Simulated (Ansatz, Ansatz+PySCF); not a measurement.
```xyz
5

C     0.0358   -0.0369   -0.6229
O     0.0202   -0.0440    0.6215
H    -0.0345    0.7887    0.9175
H     0.0387   -0.9525   -1.0351
H    -0.3804    0.7370   -1.1167
```

UHF on doublet CH₃O was run in several spherical basis sets with Ansatz (development build ahead of 0.2.0).

Rank the basis sets by the total energy that they give, lowest first, with the distance from the lowest.
A. 6-31G(d)
B. cc-pVTZ
C. cc-pVDZ
D. def2-TZVP
E. def2-SVP

D (0.00 eV), B (0.09 eV), C (1.26 eV), A (1.68 eV), E (3.84 eV).

Totals follow the description of the cores as much as that of the bonds, so this order isn't one of quality for chemistry.
